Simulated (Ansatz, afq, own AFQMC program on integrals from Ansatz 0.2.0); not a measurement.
AFQMC on a folder of integrals that Ansatz 0.2.0 wrote.

```yaml
crystal:
  periodic: [false, false, false]
  atoms:
    - {symbol: Al, position_ang: [0.000000, 0.087694, 0.692768]}
    - {symbol: O, position_ang: [0.000000, 0.087694, -1.053766]}
    - {symbol: H, position_ang: [0.000000, -5.449262, -1.784826]}
    - {symbol: H, position_ang: [0.000000, 1.709792, -0.033064]}
basis:
  gaussian: {orbitals: cc-pVDZ}
magnetization: {spin_polarized: true, initial_magnetization: 3}
correlation: {method: ccsd_t, electrons: outside_noble_gas, hamiltonian_folder: ham}
```

```sh
$ ansatz run in.yaml --threads 1 --pin off --events-out ev --progress --plain --max-ram 1382MiB
```

afq runs on the folder ham with

```
--method phaseless --trial hf --walkers 120 --populations 1 --least-time 40 --time-step 0.005 --steps-per-block 20 --equilibration-blocks 160 --max-blocks 600 --target-error 0.002400 --factor-cut 1e-05 --start spin_pure --seed 6558 --taylor-order 6
```

Times are imaginary, in 1/Eh. The walk had a cap of 1161 s.

afq prints:

```
orbitals 36  electrons 7 4  factors 237 of 395
reference energy -317.76879192 Eh
CCSD correlation -0.22624786 Eh in 19 cycles, weight of the determinant in the CISD state 0.8377
energy of the start -317.769752 Eh
 block  time / (1/Eh)  mean weight  energy / Eh
     1     0.100  1.0027  -317.831046
     2     0.200  1.0005  -317.882067
     3     0.300  1.0011  -317.901081
     4     0.400  1.0032  -317.909619
     5     0.500  1.0012  -317.938810
     8     0.800  1.0025  -317.983656
    16     1.600  1.0002  -317.982849
    61     6.100  1.0012  -317.981443
   106    10.600  0.9999  -317.997814
   121    12.100  1.0013  -318.059623
   151    15.100  0.9995  -317.992379
   196    19.600  1.0009  -318.007883
   241    24.100  1.0014  -317.971134
   286    28.600  1.0003  -318.007697
   331    33.100  0.9982  -317.962309
   376    37.600  1.0012  -317.993020
   421    42.100  1.0037  -318.022330
   466    46.600  1.0005  -317.981812
   496    49.600  0.9997  -317.947799
   511    51.100  1.0006  -317.960449
   556    55.600  1.0012  -317.987843
   601    60.100  0.9994  -317.971619
   616    61.600  1.0007  -318.004636
blocks merged  error / Eh  count
     1  0.001047  460
     2  0.001383  230
     4  0.001766  115
     8  0.002128  57
    16  0.002300  28
    32  0.002459  14
energy -317.997370 +/- 0.002300 Eh
(rows thinned)
```

The run passed its tests (sampling time, drift between the halves within three errors, error under three times the target), which doesn't prove that it has relaxed.

Against this walk (error 62.6 meV) on the same determinant: CCSD(T) 137.0 meV lower, CCSDT(Q) 226.9 meV lower, a separate phaseless walk with a CISD trial and standard settings 163.5 ± 65.8 meV lower. The error is statistical and leaves out the bias of the constraint. CCSDT(Q) is the surest value here, so the walk's 227 meV above it is most likely the bias of the constraint with this trial, which can have either sign.

Cautions: constraint bias not in the error; lower spins were not checked; higher spins were not checked; strong correlation (T1 0.057, weight of the determinant 0.84, largest double 0.04); the bias of populations of 120 walkers isn't removed.

The walk took 4.2 min on 1 thread of Intel(R) Xeon(R) Platinum 8259CL CPU @ 2.50GHz (Skylake/Cascade Lake), with other jobs on the host. The log's last line is the phaseless energy.

CCSDT and higher add their correlation energy to the determinant of the CCSD(T) run, since their own runs factorise the integrals more tightly (a shift of under 2 meV). A walk keeps the symmetry of its determinant, which the program's search chose and which needn't be the lowest solution, so a lower state of the same spin and another symmetry isn't excluded.
